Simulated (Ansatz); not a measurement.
Strontium, fcc: convergence with cold smearing

Computed with Ansatz, PBE, scalar-relativistic PAW, on the relaxed cell (a = 6.038 Å; spin not included). Errors count from a run at 420 eV on a Γ-centred 15×15×15 mesh with Fermi-Dirac smearing of 0.1 eV, extrapolated to zero width. Fixed here: cutoff 420 eV, mesh 9×9×9. On a gapped cell the program narrows a wide typed smearing by itself. The SCF starts from atomic densities corrected by a trained network.

```
width (eV)  E(σ→0) error (meV/atom)  F error (meV/atom)  P (GPa)  SCF iterations
      0.01                      2.6                 2.6    -0.13               5
      0.03                      2.6                 2.6    -0.13               8
       0.1                      3.9                 3.9    -0.10               5
       0.2                      4.3                 1.4    -0.04               6
       0.3                      1.5                -3.4    -0.02               6
       1.0                     -6.2               -66.6     0.13               5
```

Question: What does the run at 0.6 give (width)?

Answer: E(σ→0) error (meV/atom): -4.6; F error (meV/atom): -17.9; P (GPa): 0.05; SCF iterations: 5.
